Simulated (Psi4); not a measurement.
# SiH2F2 (SiF2H2), run twice

Aim: a single-point energy of SiH2F2 (SiF2H2) at AQCC/aug-cc-pVDZ (density fitting).

Program for the calculation: Psi4 1.11.

## 1. The structure to begin with

SiH2F2 has 5 atoms, charge 0, and is taken as a singlet. SMILES: `[H][Si]([H])(F)F`. The coordinates come from a GFN2-xTB relaxation.

Bond lengths: Si1–F2 1.594 Å, Si1–F3 1.594 Å, Si1–H4 1.442 Å, Si1–H5 1.443 Å. Angles: F2–Si1–F3 103.0°, F2–Si1–H4 107.9°, F2–Si1–H5 107.9°, F3–Si1–H4 107.9°, F3–Si1–H5 108.0°, H4–Si1–H5 120.8°.

## 2. First attempt

Input file f2h2si.in:

```
memory 1600 MB

molecule molecule1 {
  Si    -0.091360     0.000560    -0.064290
  F      0.009240    -0.018840     1.526500
  F      1.436020     0.010630    -0.519740
  H     -0.680140     1.257800    -0.455540
  H      0.029240    -0.018840     1.526500
}

set globals {
  basis       aug-cc-pVDZ
  reference   rhf
  freeze_core true
}

e, wfn = energy('aqcc', return_wfn=True)
```

Run with:

```sh
psi4 f2h2si.in f2h2si.out -n 1
```

f2h2si.out:

```text
Psi4 1.11 release

qcelemental.exceptions.ValidationError: Following atoms are too close: [(1, np.int64(4), np.float64(0.019999999999999997))]

Printing out the relevant lines from the Psithon --> Python processed input file:
    from psi4.driver.wrapper_database import database, db, DB_RGT, DB_RXN
    from psi4.driver.wrapper_autofrag import auto_fragments
    psi4_io = core.IOManager.shared_object()
    core.set_memory_bytes(1600000000)

--> molecule1 = geometry("""
      Si    -0.091360     0.000560    -0.064290
      F      0.009240    -0.018840     1.526500
      F      1.436020     0.010630    -0.519740
      H     -0.680140     1.257800    -0.455540
      H      0.029240    -0.018840     1.526500

!----------------------------------------------------------------------------------!
!                                                                                  !
!  Following atoms are too close: [(1, np.int64(4),                                !
!     np.float64(0.019999999999999997))]                                           !
!                                                                                  !
!----------------------------------------------------------------------------------!

    Psi4 run time: 0:00:00.00
```

Run time: 0.64 s. Hardware: 1 thread of Intel Xeon 6975P-C (Granite Rapids), shared host; peak memory 0.13 GiB.

## 3. Diagnosis

The input was rejected.

The log says `Following atoms are too close: [(1, np.int64(4),`. What is wrong: two atoms lie on top of or far too near each other. As the program read them, the closest atoms are 0.02 Å apart, against 1.44 Å in the sound input.

## 4. Try two

Input file input.in:

```
memory 1600 mb

molecule mol {
  0 1
  Si    -0.091360     0.000560    -0.064290
  F      0.009240    -0.018840     1.526500
  F      1.436020     0.010630    -0.519740
  H     -0.680140     1.257800    -0.455540
  H     -0.673740    -1.250150    -0.486920
}

set basis aug-cc-pVDZ
set reference rhf
set freeze_core true
set level_shift 0.3
set orbital_optimizer_package ooo
set maxiter 50

E, wfn = energy('aqcc', return_wfn=True)
```

Run with:

```sh
psi4 -i input.in -o input.out -n 1
```

input.out:

```text
[...]
  Running in c1 symmetry.
[...]
  Nuclear repulsion =  119.076698466433129
[...]
  Multiplicity = 1
[...]
  Nalpha       = 17
  Nbeta        = 17
[...]
    Number of basis functions: 91
[...]
   @RHF iter   1:  -489.04927426674072   -7.46701e-01   4.58426e-03 ADIIS/DIIS
[...]
   @RHF iter  10:  -489.11604447103934   -1.70530e-12   3.84224e-09 DIIS
[...]
    Orbital Energies [Eh]
    ---------------------
    Doubly Occupied:
       1A    -68.884827     2A    -26.307174     3A    -26.306997
       4A     -6.222478     5A     -4.330636     6A     -4.329589
       7A     -4.328143     8A     -1.613980     9A     -1.592109
      10A     -0.810135    11A     -0.715096    12A     -0.701126
      13A     -0.697675    14A     -0.659202    15A     -0.639756
      16A     -0.600858    17A     -0.513239
[...]
  @RHF Final Energy:  -489.11604447103934
   => Energetics <=
    Nuclear Repulsion Energy =            119.0766984664331289
    One-Electron Energy =                -917.8794470523813516
    Two-Electron Energy =                 309.6867041149088209
    Total Energy =                       -489.1160444710393449
[...]
 Multipole Moments:
 ------------------------------------------------------------------------------------
     Multipole            Electronic (a.u.)      Nuclear  (a.u.)        Total (a.u.)
 ------------------------------------------------------------------------------------
 L = 1.  Multiply by 2.5417464519 to convert [e a0] to [Debye]
 Dipole X            :          1.8942297           -2.6380780           -0.7438483
 Dipole Y            :         -0.0107086            0.0149484            0.0042398
 Dipole Z            :          1.3167836           -1.8370770           -0.5202935
 Magnitude           :                                                    0.9077630
[...]
      * SCS-MP2 total energy:                 -489.617403816596
[...]
      * MP2 total energy:                     -489.628623905271
[...]
```

Run time: 8.7 s. Hardware: 1 thread of Intel Xeon 6975P-C (Granite Rapids), shared host; peak memory 0.66 GiB.

## 5. Results

At AQCC/aug-cc-pVDZ (density fitting):

```
                                   quantity          value
                               total energy  -489.64131 Eh
        HOMO energy (Hartree–Fock orbitals)      -13.97 eV
        LUMO energy (Hartree–Fock orbitals)        1.17 eV
      HOMO–LUMO gap (Hartree–Fock orbitals)       15.14 eV
correlation energy (7 core orbitals frozen)     -525.3 mEh
```
